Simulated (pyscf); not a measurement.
`[GeH2][I]` [doublet] + `[H][H]` → `[GeH3][I]` + `[H]` [doublet], a hydrogen abstraction (doublet surface; H–H broken, Ge–H formed). Structures and frequencies: ωB97X-D3(BJ)/def2-SVP in PySCF. Energies in kcal/mol from the separated reactants.

Small-basis levels: PySCF, no dispersion term, spherical d functions. AM1 to PM7: differences of heats of formation from MOPAC, which are fitted to 298 K values and so differ in kind from electronic energies by zero-point and thermal terms. GFN2-xTB: tblite. Open shells are spin-unrestricted. 

```csv
level,barrier,reaction energy
MP2/6-31G*+LANL2DZ,26.2,+19.6
SVWN5/6-31G*+LANL2DZ,19.1,+25.0
B3LYP/LANL2DZ,26.1,+26.5
B3LYP/6-31G*+LANL2DZ,26.1,+26.4
B3LYP/6-311+G**+LANL2DZ,25.1,+25.4
B3LYP/def2-SVP,23.0,+23.6
GFN2-xTB,5.9,+6.0
AM1,41.0,+46.6
PM7,54.0,+63.3
ωB97M-D3(BJ)/def2-TZVP,25.3,+22.5
```

Against the last row the barrier runs from -19.4 (GFN2-xTB) to +28.7 kcal/mol (PM7). At SVWN5/6-31G*+LANL2DZ, B3LYP/LANL2DZ, B3LYP/6-31G*+LANL2DZ, B3LYP/6-311+G**+LANL2DZ, B3LYP/def2-SVP, AM1, PM7 this geometry lies under one side, so the entry may be no barrier of that level: it is a single point on another level's saddle. ωB97M-D3(BJ)/def2-TZVP has limits of its own. One saddle was located; it need not be the lowest between these sides. The angle at the transferred H is 179°. In the def2 sets elements up to Kr have no core potential. In the def2 sets elements past Kr carry core potentials, without spin-orbit coupling.
